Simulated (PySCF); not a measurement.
# C6H12 (SMILES C=C(CC)CC): levels of theory compared

Wanted: a comparison of 6 runs (PBE/6-31G*, SVWN5/6-31G*, TPSS/6-31G*, r2SCAN/6-31G*, revPBE/6-31G*, CCSD(T)/6-31G*) of C6H12. 

The results are computed with PySCF 2.14.0.

1 further run of the same task is left out (set aside as unsound or not needed).

## (1) The system as given

C6H12: 18 atoms, total charge 0, spin state singlet. SMILES: `C=C(CC)CC`. Geometry: relaxed at GFN2-xTB. This is one conformer, not always the lowest.

Some bond lengths: C1–C2 1.323 Å, C2–C3 1.504 Å, C3–C4 1.530 Å, C2–C5 1.504 Å, C5–C6 1.530 Å, C1–H7 1.077 Å, C1–H8 1.077 Å, C3–H9 1.092 Å, C3–H10 1.092 Å, C4–H11 1.088 Å, C4–H12 1.088 Å, C4–H13 1.088 Å, C5–H14 1.091 Å, C5–H15 1.092 Å, C6–H16 1.088 Å, C6–H17 1.088 Å. Some angles: C1–C2–C3 121.9°, C1–C2–C5 121.7°, C3–C2–C5 116.4°, C2–C3–C4 111.1°, C2–C5–C6 110.9°, C2–C1–H7 122.0°, C2–C1–H8 121.9°, C2–C3–H9 109.7°, C2–C3–H10 109.7°, C4–C3–H9 108.9°.

## (2) A single-point energy at PBE/6-31G(d) (spherical functions) (run 1)

Input file mol.xyz:

```xyz
18

C     -0.903290    -1.441650    -0.865210
C     -0.267890    -0.447780    -0.265770
C      0.859980    -0.692390     0.698640
C      2.217480    -0.516460     0.015520
C     -0.642100     0.989540    -0.505360
C     -1.642020     1.474860     0.546010
H     -0.656370    -2.473070    -0.676100
H     -1.697100    -1.265820    -1.572080
H      0.792160    -1.707080     1.095120
H      0.787730     0.006200     1.535220
H      2.318690    -1.221480    -0.806380
H      3.024010    -0.690620     0.724280
H      2.323300     0.489630    -0.383730
H     -1.089730     1.095230    -1.495170
H      0.249820     1.617840    -0.465850
H     -1.908370     2.513930     0.365450
H     -1.219520     1.396620     1.545270
H     -2.546770     0.872480     0.510140
```

Input file calc.py:

```python
from pyscf import gto, dft

mol = gto.M(
    atom='mol.xyz',
    basis='6-31g*',
    charge=0,
    verbose=3,
    spin=0,
    max_memory=1860,
)

mf = dft.RKS(mol, xc='pbe')
mf.conv_tol = 1e-10
mf.grids.level = 5
mf.kernel()
if not mf.converged:
    mf = mf.newton().run(mf.mo_coeff, mf.mo_occ)

etot = mf.e_tot
print(f'total energy: {etot:.8f} hartree')
```

Started as:

```sh
$ OMP_NUM_THREADS=1 python calc.py
```

The program printed:

```text
converged SCF energy = -235.492611551118
total energy: -235.49261155 hartree
```

Wall time 42 s (1 thread of Intel Xeon at 2.70GHz, shared host); peak memory 0.59 GiB.

## (3) The energy at SVWN5/6-31G(d) (spherical functions) (run 2)

Input file run.py:

```python
from pyscf import gto, dft

molecule = gto.Mole()
molecule.atom = [
    ('C', (-0.903290, -1.441650, -0.865210)),
    ('C', (-0.267890, -0.447780, -0.265770)),
    ('C', (0.859980, -0.692390, 0.698640)),
    ('C', (2.217480, -0.516460, 0.015520)),
    ('C', (-0.642100, 0.989540, -0.505360)),
    ('C', (-1.642020, 1.474860, 0.546010)),
    ('H', (-0.656370, -2.473070, -0.676100)),
    ('H', (-1.697100, -1.265820, -1.572080)),
    ('H', (0.792160, -1.707080, 1.095120)),
    ('H', (0.787730, 0.006200, 1.535220)),
    ('H', (2.318690, -1.221480, -0.806380)),
    ('H', (3.024010, -0.690620, 0.724280)),
    ('H', (2.323300, 0.489630, -0.383730)),
    ('H', (-1.089730, 1.095230, -1.495170)),
    ('H', (0.249820, 1.617840, -0.465850)),
    ('H', (-1.908370, 2.513930, 0.365450)),
    ('H', (-1.219520, 1.396620, 1.545270)),
    ('H', (-2.546770, 0.872480, 0.510140)),
]
molecule.charge = 0
molecule.verbose = 4
molecule.spin = 0
molecule.max_memory = 1860
molecule.basis = '6-31g*'
molecule.build()

calc0 = dft.RKS(molecule, xc='svwn')
calc0.grids.level = 5
calc0.conv_tol = 1e-10
calc0.kernel()
if not calc0.converged:
    calc0 = calc0.newton().run(calc0.mo_coeff, calc0.mo_occ)

energy = calc0.e_tot
print('E = %.10f Eh' % energy)
```

Started as:

```sh
$ OMP_NUM_THREADS=1 python run.py
```

The program printed:

```text
PySCF version 2.14.0

[... 90 lines left out ...]
converged SCF energy = -233.576506339604
E = -233.5765063396 Eh
```

Wall time 26 s (1 thread of Intel Xeon at 2.70GHz, shared host); peak memory 0.41 GiB.

## (4) A single-point energy at TPSS/6-31G(d) (spherical functions) (run 3)

Input file input.py:

```python
from pyscf import gto, dft

system = gto.M(
    atom='''
C     -1.706971    -2.724324    -1.635010
C     -0.506239    -0.846182    -0.502233
C      1.625127    -1.308427     1.320238
C      4.190430    -0.975968     0.029329
C     -1.213393     1.869960    -0.954992
C     -3.102968     2.787081     1.031809
H     -1.240360    -4.673425    -1.277644
H     -3.207054    -2.392053    -2.970801
H      1.496965    -3.225914     2.069477
H      1.488594     0.011716     2.901145
H      4.381689    -2.308263    -1.523837
H      5.714551    -1.305083     1.368691
H      4.390401     0.925267    -0.725145
H     -2.059291     2.069685    -2.825462
H      0.472091     3.057275    -0.880329
H     -3.606297     4.750639     0.690600
H     -2.304559     2.639229     2.920137
H     -4.812698     1.648748     0.964025
''',
    max_memory=1860,
    spin=0,
    charge=0,
    basis='6-31g*',
    verbose=4,
    unit='bohr',
)

myscf = dft.RKS(system, xc='tpss')
myscf.grids.level = 5
myscf.conv_tol = 1e-10
myscf.kernel()
if not myscf.converged:
    myscf = myscf.newton().run(myscf.mo_coeff, myscf.mo_occ)

etot = myscf.e_tot
print('E(%s) = %.9f' % ('TPSS', etot))
```

Started as:

```sh
$ OMP_NUM_THREADS=1 python input.py
```

The program printed:

```text
PySCF version 2.14.0

[... 89 lines left out ...]
converged SCF energy = -235.88282032941
E(TPSS) = -235.882820329
```

It took 72 s on 1 thread of Intel Xeon at 2.70GHz, shared host; peak memory 0.64 GiB.

Runs 4 to 5 aren't shown in full; the table further down has their settings and results.

## (5) The energy at CCSD(T)/6-31G(d) (spherical functions) (run 6)

Input file input.py:

```python
# 2-ethyl-1-butene
from pyscf import gto, scf, cc

mol = gto.Mole()
mol.atom = '''
C       -0.903290      -1.441650      -0.865210
C       -0.267890      -0.447780      -0.265770
C        0.859980      -0.692390       0.698640
C        2.217480      -0.516460       0.015520
C       -0.642100       0.989540      -0.505360
C       -1.642020       1.474860       0.546010
H       -0.656370      -2.473070      -0.676100
H       -1.697100      -1.265820      -1.572080
H        0.792160      -1.707080       1.095120
H        0.787730       0.006200       1.535220
H        2.318690      -1.221480      -0.806380
H        3.024010      -0.690620       0.724280
H        2.323300       0.489630      -0.383730
H       -1.089730       1.095230      -1.495170
H        0.249820       1.617840      -0.465850
H       -1.908370       2.513930       0.365450
H       -1.219520       1.396620       1.545270
H       -2.546770       0.872480       0.510140
'''
mol.spin = 0
mol.max_memory = 1860
mol.charge = 0
mol.basis = '6-31g*'
mol.verbose = 4
mol.build()

mf = scf.RHF(mol)
mf.conv_tol = 1e-10
mf.kernel()
if not mf.converged:
    mf = mf.newton().run(mf.mo_coeff, mf.mo_occ)

mycc = cc.CCSD(mf, frozen=6)
mycc.kernel()
e_t = mycc.ccsd_t()
e_final = mycc.e_tot + e_t
print('E = %.10f Eh' % e_final)
```

Started as:

```sh
$ OMP_NUM_THREADS=1 python input.py
```

The program printed:

```text
PySCF version 2.14.0

[... 74 lines left out ...]
converged SCF energy = -234.174328003539
[... 12 lines left out ...]
Init t2, MP2 energy = -234.947720605758  E_corr(MP2) -0.773392602219394
[... 11 lines left out ...]
CCSD converged
[... 2 lines left out ...]
E = -235.0463427721 Eh
```

Run time: 1.8 min. Hardware: 1 thread of Intel Xeon at 2.70GHz, shared host; peak memory 0.97 GiB.

## (6) Overview of the runs

| run | level | integration grid | frozen core orbitals | energy (Eh) | dipole moment (D) of the reference | HOMO energy (eV) | LUMO energy (eV) | wall time |
| --- | --- | --- | --- | --- | --- | --- | --- | --- |
| 1 | PBE/6-31G* (spherical functions) | 5 | – | -235.492612 | 0.48 | -5.55 | -0.01 | 42 s |
| 2 | SVWN5/6-31G* (spherical functions) | 5 | – | -233.576506 | 0.49 | -5.69 | -0.20 | 26 s |
| 3 | TPSS/6-31G* (spherical functions) | 5 | – | -235.882820 | 0.46 | -5.59 | 0.16 | 72 s |
| 4 | r2SCAN/6-31G* (spherical functions) | 5 | – | -235.677413 | 0.50 | -5.81 | 0.14 | 87 s |
| 5 | revPBE/6-31G* (spherical functions) | 5 | – | -235.759113 | 0.49 | -5.50 | 0.06 | 41 s |
| 6 | CCSD(T)/6-31G* (spherical functions) | – | 6 | -235.046343 | 0.43 | -9.27 | 5.07 | 1.8 min |

## (7) Outcome

```
                                          quantity          value
                               run 6: total energy  -235.04634 Eh
       run 6: dipole moment (Hartree–Fock density)         0.43 D
        run 6: HOMO energy (Hartree–Fock orbitals)       -9.27 eV
        run 6: LUMO energy (Hartree–Fock orbitals)        5.07 eV
      run 6: HOMO–LUMO gap (Hartree–Fock orbitals)       14.33 eV
run 6: correlation energy (6 core orbitals frozen)     -872.0 mEh
                             run 6: (T) correction     -26.41 mEh
                              run 6: T1 diagnostic          0.009
```

What this shows: Over runs 1, 2, 3, 4, 5 the dipole moment (its size) runs from 0.46 D (TPSS/6-31G*) to 0.50 D (r2SCAN/6-31G*). Over runs 1, 2, 3, 4, 5 the HOMO–LUMO gap runs from 5.49 eV (SVWN5/6-31G*) to 5.95 eV (r2SCAN/6-31G*). Totals of different functionals can't be ranked against each other. All runs together took 6.3 min, the longest 1.8 min.
